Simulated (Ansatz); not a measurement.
Diamond-structure Ge, treated with r²SCAN+rVV10 (plane waves, PAW; Ansatz, a first-principles code).

Run with plane-wave cutoff 500 eV, 12×12×12 k mesh, Fermi–Dirac smearing 0.05 eV, scalar-relativistic PAW data made under PBE.

Cell (relaxed at this level):

```cif
data_Ge8
_chemical_formula_sum 'Ge8'
_space_group_name_H-M_alt 'Fd-3m :1'
_space_group_IT_number 227
_space_group_name_Hall 'F 4d 2 3 -1d'
_cell_length_a 5.65524
_cell_length_b 5.65524
_cell_length_c 5.65524
_cell_angle_alpha 90.000
_cell_angle_beta 90.000
_cell_angle_gamma 90.000
loop_
_atom_site_label
_atom_site_type_symbol
_atom_site_symmetry_multiplicity
_atom_site_Wyckoff_symbol
_atom_site_fract_x
_atom_site_fract_y
_atom_site_fract_z
_atom_site_occupancy
Ge1 Ge 8 a 0.00000 0.00000 0.00000 1
```
(The calculation used a cell of 2 atoms; values per cell refer to that cell.)

### Question
Give the computed band gap.

### Answer

- band gap: 0.45 eV (on the SCF k mesh)

Measured, for comparison: band gap 0.79 eV (measured zero-point renormalisation of 52 meV added back here; inputs from Miglio et al. (2020), arXiv:2011.12765).

Spin–orbit coupling is not included.

Computed values are for the static lattice.

The result took very roughly 30 core-seconds.
